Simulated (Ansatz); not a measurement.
Rhombohedral A7 Sb was calculated with HSE06 (Ansatz, an electronic-structure program, plane waves, PAW).

The input as run:

Ansatz 0.2 input:
```yaml
crystal:
  lattice:
    - [4.0673090226, -2.1704551599, 0.0270209752]
    - [4.0673090226, 2.1704551599, 0.0270209752]
    - [2.885371421, 0.0, 3.5957252652]
  atoms:
    - { symbol: Sb, position: [0.2313963253, 0.2313963253, 0.2313963253] }
    - { symbol: Sb, position: [0.7686036747, 0.7686036747, 0.7686036747] }
kpoints:
  mp_grid: { grid: [10, 10, 10] }
hamiltonian:
  xc: hse06
  pseudopotentials: { kind: paw }
  dispersion: none
scf:
  occupations: { method: fermi_dirac, width: 0.05 }
output:
  forces: true
  stress: true
  eigenvalues: true
basis:
  ecutwfc: 500
  ecutrho_ratio: 4
  xc_grid: 2
magnetization:
  spin_polarized: false
```

Task: How many irreducible k-points, plane waves at Γ does the program set up, and what pressure does the run end with?

Result: 116 irreducible k-points, 1593 plane waves at Γ; P = -0.91 GPa, so the cell is stretched on average and its volume would shrink at this level.

The run printed, among other lines:

```
WARN output.stress: scf.convergence.dr2_threshold = 1e-7 eV (the SCF's general default) is looser than the 2e-10 eV advised for a printed stress (1e-10 eV for …
WARN output.stress: scf.exx.energy_threshold = 1e-6 eV is looser than the 2e-8 eV advised for a stress under a hybrid functional (1e-8 eV for each atom of the …
Crystal: 2 atoms, lattice volume = 63.147 Å³
Basis set: ecut = 500 eV, 1593 PW (Γ), exchange–correlation on 72×72×72 points (8 copies of the dense FFT grid, shifted against one another)
Bands: 19, of which v1, the nominal top of the filled ones, is band 15 counted from 1 (14 counted from 0)
Symmetry: 12 space group operations
Space group: R-3m (ITA 166), of the structure as read, at distance tolerance 4.0e-5 Å
k-points: 116 of 1000
SCF iter   1: F=—  HF=-12968.978403 eV  |F-HF|=—  |Δ(HF+E_count)|=         —  Δρ=1.57e-3  dr2=1.73e-3
SCF iter   2: F=—  HF=-12968.979004 eV  |F-HF|=—  |Δ(HF+E_count)|=   6.01e-4  Δρ=9.12e-4  dr2=4.54e-4
  ...
SCF 1 converged in 9 iterations: F = -12968.979152 eV  dr2 = 3.02e-10
Crystal: 2 atoms, lattice volume = 63.147 Å³
Initial density: handed on by an earlier stage of this run
Crystal: 2 atoms, lattice volume = 63.147 Å³
SCF 3 converged in 5 iterations: F = -12977.463572 eV  dr2 = 1.21e-10
Crystal: 2 atoms, lattice volume = 63.147 Å³
SCF iter   1: F=—  HF=-12977.463572 eV  |F-HF|=—  |Δ(HF+E_count)|=         —  Δρ=9.93e-7  dr2=3.36e-10
SCF iter   2: F=-12977.463572 eV  HF=-12977.463572 eV  |F-HF|=3.64e-11  |Δ(HF+E_count)|=  8.00e-11  Δρ=2.85e-7  dr2=7.11e-11
SCF 4 converged in 2 iterations: F = -12977.463572 eV  dr2 = 7.11e-11
Free energy (F): -12977.463572 eV
Internal energy: -12977.462555 eV  (E = F + TS)
E sigma→0 (E₀):  -12977.463064 eV
Fermi energy:    9.502846 eV
--- Forces (eV/Å), atoms counted from 1 ---
  atom   1  Sb    -0.08534732     0.00000000    -0.02826662
  atom   2  Sb     0.08534732     0.00000000     0.02826662
--- Stress (GPa, compression-positive) ---
       -0.753603      -0.000000       0.082274
       -0.000000      -1.002018       0.000000
        0.082274       0.000000      -0.974769
  P = ⅓ Tr σ = -0.9101 GPa (-9.101 kbar)
```

The PAW data were made under PBE.

Note: exact exchange on metals is sensitive to the k mesh and can open a false gap. Note: the run warned that the count of filled bands differs between k points. Note: the cell comes from a level without a dispersion term, which matters for the spacing of layers, chains or molecules. Note: cell and atoms aren't relaxed at this level (largest force component 0.09 eV/Å, pressure -0.9 GPa).

It cost about 17 core-minutes (a rough figure) of CPU time.
